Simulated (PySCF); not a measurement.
Stepwise substitution at one centre (Al H-F). All species are isolated molecules in the gas phase. Strings in code marks are SMILES.

Computed with PBE-D3(BJ)/def2-TZVP // CAM-B3LYP-D3(BJ)/def2-TZVP run with PySCF. Delta-SCF ions had no search for a lower state. Excitations are Tamm–Dancoff values on a coarser integration grid. The basis has no diffuse functions, so Rydberg states are missing or too high.

```tsv
species	T1 excitation (TDA) (eV)	LUMO (eV)	vertical ionisation energy (Delta-SCF) (eV)	HOMO–LUMO gap (eV)	brightest of the four lowest singlets (TDA) (eV)
0 of 3 H replaced by F (`[AlH3]`)	–	-2.52	–	4.79	–
1 of 3 H replaced by F (`[F][AlH2]`)	4.98	-2.13	[?]	5.33	7.44
2 of 3 H replaced by F (`[F][AlH][F]`)	6.50	[?]	12.54	[?]	8.14
3 of 3 H replaced by F (`[F][Al]([F])[F]`)	7.13	[?]	13.53	7.25	8.10
```

**Question.** Fill in the missing entries.

**Answer.** 
- 1 of 3 H replaced by F (`[F][AlH2]`), vertical ionisation energy (Delta-SCF) (eV): 11.13
- 2 of 3 H replaced by F (`[F][AlH][F]`), LUMO (eV): -1.64
- 2 of 3 H replaced by F (`[F][AlH][F]`), HOMO–LUMO gap (eV): 7.03
- 3 of 3 H replaced by F (`[F][Al]([F])[F]`), LUMO (eV): -2.38
